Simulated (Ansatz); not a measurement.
Geometry optimisation, Ansatz, RKS PBE/def2-SVP.

The input (input.yaml):

```yaml
crystal:
  periodic: [false, false, false]
  atoms:
    - { symbol: B, position_ang: [-0.93581, 1.06464, -0.88863] }
    - { symbol: Al, position_ang: [0.40765, 0.57075, 0.52677] }
    - { symbol: C, position_ang: [0.7929, -1.27772, 0.70048] }
    - { symbol: H, position_ang: [-2.10205, 0.80788, -0.7274] }
    - { symbol: H, position_ang: [-0.64762, 0.97938, -2.05583] }
    - { symbol: H, position_ang: [1.20274, 1.59596, 1.54816] }
    - { symbol: H, position_ang: [-0.01553, -1.95273, 1.03811] }
    - { symbol: H, position_ang: [1.29771, -1.78816, -0.14166] }
total_charge: -1
basis:
  gaussian: { orbitals: def2-SVP }
hamiltonian:
  xc: pbe
relax:
  f_tol: 0.015
  max_steps: 40
```

Command:

```bash
$ ansatz run input.yaml --threads 1 --pin off --max-ram 2048MiB --backend cpu --events-out ev --progress --plain --runs-dir out
```

Q: Where does it end, and by what steps?

A: The forces met the threshold. Limits of this set-up: an anion without diffuse functions, the dipole of an ion depends on the origin. After 16 steps the energy has fallen by 2.164 eV; C3 moved furthest, 1.05 Å. Joined: B1–C3.

```tsv
step	energy less start (eV)	largest force component (eV/Å)	accepted
0	0.0000	0.782	yes
1	-0.1425	0.182	yes
2	-0.1908	0.194	yes
3	-0.2953	0.480	yes
4	-0.5284	0.938	yes
5	-0.9422	1.331	yes
6	-1.3810	1.157	yes
7	-1.4779	2.252	yes
8	-1.7268	0.731	yes
9	-1.7721	0.650	yes
10	-1.9479	0.578	yes
11	-2.0658	0.788	yes
12	-2.1407	0.543	yes
13	-2.1402	0.547	no
14	-2.1628	0.080	yes
15	-2.1636	0.056	yes
16	-2.1639	0.006	yes
```

```xyz
8
Properties=species:S:1:pos:R:3
B -0.746 0.037 -0.835
Al 0.459 1.500 0.619
C 0.126 -0.752 0.089
H -1.920 0.297 -0.555
H -0.354 0.394 -1.950
H 1.505 0.793 1.747
H -0.219 -1.178 1.051
H 1.148 -1.093 -0.167
```

Time of the run: 33 s on 1 thread of Arm Neoverse V1, on a shared host, peak memory 0.13 GiB.
